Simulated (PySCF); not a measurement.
# How well do the runs reproduce experiment for dichlorosilane?

**Experimental background.**

From NIST CCCBDB Release 22 (SRD 101), experimental dipoles, for the gas: dipole moment (microwave Stark effect, vibrational ground state) 1.13 ± 0.02 D.

The runs below try to reproduce these values; the comparison stands at the end.

Dichlorosilane, Cl2H2Si.
Numbering: `[Cl:1][SiH2:2][Cl:3]` (hydrogens: H4, H5 on Si2)

Geometry (GFN2-xTB, Å), atoms numbered from 1 in this order:
```
atom  x, y, z in Å
Cl1   -1.6186    1.0524   -0.0476
Si2   -0.0012   -0.1390    0.0037
Cl3    1.6649    0.9823   -0.0608
H4    -0.0121   -0.8868    1.2517
H5    -0.0244   -1.0060   -1.1642
```

The PySCF runs (gas phase, on this GFN2-xTB geometry; no spin–orbit coupling):

| level | job | basis functions | wall time |
| --- | --- | --- | --- |
| PBE0/pcSseg-1 | shieldings, charges and field gradients | 82 | 2.8 s |

Hardware: one thread of an x86-64 server, no GPU, on a shared host.

Results beside the measurements:

**Dipole moment.** Measured: 1.13 D (NIST CCCBDB Release 22 (SRD 101), experimental dipoles).

```csv
level,computed (D),computed − measured (D),% (from the printed values)
PBE0/pcSseg-1,1.43,+0.30,+27
```

The computed dipoles belong to one fixed geometry; measured ones are averaged over vibrations unless marked μe. Magnitudes are compared, not signs.

No measured geometry was used, and the causes of the misses weren't examined.
